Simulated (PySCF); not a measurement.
Molecule: SMILES F[C@@H](C#CC)C, C5H7F.

Atoms are numbered as in `[CH3:1][C:2]#[C:3][C@@H:4]([CH3:5])[F:6]`. Hydrogens are named by the atom that carries them.

Geometry PBE0-D3(BJ)/def2-SVP throughout; GIAO in PySCF 2.14.0 with density-fitted response routines, gas phase, one conformer, non-relativistic; equivalent atoms averaged; basis pcSseg-1.

For orientation, BHandHLYP gives these shifts δ (against TMS, CFCl3 at the same level): C2 90.1, C3 82.5, C4 76.8, C5 25.1, C1 3.8, F6 -179.0, H(C4) 4.90, H(C1) 1.93, H(C5) 1.46 ppm.

A run gave: C2 88.1, C3 82.4, C4 81.0, C5 25.6, C1 4.4, F6 -195.5, H(C4) 5.12, H(C1) 1.94, H(C5) 1.43 ppm (shifts δ (against TMS, CFCl3 at the same level)).

Question: Which functional was used in that run?
A. B97-2
B. HF
C. B3LYP
D. B97-D
E. CAM-B3LYP

Answer: C. C2 tells them apart best: B3LYP gives 88.1, B97-2 gives 86.6, B97-D gives 83.1, CAM-B3LYP gives 90.8, HF gives 91.2 ppm.
